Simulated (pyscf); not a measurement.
HO–Ge(OH)(OH)–OH + H• → H₂O + HO–Ge•(OH)–OH, a substitution at O (doublet surface; Ge–O broken, H–O formed). PySCF, gas phase, ωB97X-D3(BJ)/def2-SVP geometries. Energies in kcal/mol from the separated reactants.

Small-basis levels: PySCF, no dispersion term, spherical d functions. Open shells are spin-unrestricted. 

Question: Quick SVWN5/6-31G*+LANL2DZ single points give ΔE‡ = 2.0 kcal/mol and ΔE = -5.8 kcal/mol. What does ωB97M-D3(BJ)/def2-TZVP give, and how far is the quick result from it?

Answer: ωB97M-D3(BJ)/def2-TZVP gives ΔE‡ = 19.0 kcal/mol and ΔE = -12.9 kcal/mol. SVWN5/6-31G*+LANL2DZ lies 17.0 kcal/mol under it in the barrier and 7.2 kcal/mol over it in the reaction energy, so on this step it does not hold to within 3.0 kcal/mol. ωB97M-D3(BJ)/def2-TZVP has limits of its own. On the product side the descent ends in a bound adduct (not fully relaxed), 9.9 kcal/mol under the separated species and 41.8 kcal/mol under the saddle at ωB97X-D3(BJ)/def2-TZVP. At ωB97X-D3(BJ)/def2-TZVP the barrier from the zero used here is 22.4 kcal/mol. This is the saddle that the search found; another between the same sides may lie lower. The angle at the attacked O is 145°. In the def2 sets elements up to Kr have no core potential.
